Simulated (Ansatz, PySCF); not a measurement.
Molecule: C$_{4}$H$_{5}$, net charge 0, doublet state. It need not be the lowest isomer of its formula. 
Coordinates optimised at B3LYP-D3(BJ)/def2-TZVP (Ansatz, a program for electronic structure):
SMILES: C1[C@H]2[C@]1C2
```xyz
9

C      0.0558     1.1575     0.2832
C      0.0638    -1.1629     0.2583
C      0.7649     0.0061    -0.3252
C     -0.6769     0.0017    -0.3769
H      0.0231     1.2812     1.3661
H      0.0625     2.0844    -0.2786
H      0.0320    -1.3100     1.3383
H      0.0768    -2.0775    -0.3233
H     -1.4401     0.0072    -1.1389
```
Charge 0, spin multiplicity 2.

Dipole moments at this geometry, in debye (magnitudes).

| level | program | dipole (D) |
|---|---|---|
| B97M-V/def2-TZVPD | Ansatz | 0.93 |
| BHLYP/def2-TZVPD | Ansatz | 0.89 |
| TPSSh/def2-TZVPD | PySCF | 0.93 |
| r2SCANh/def2-TZVPD | Ansatz | 0.90 |
| wB97M-V/def2-TZVPD | Ansatz | 0.96 |
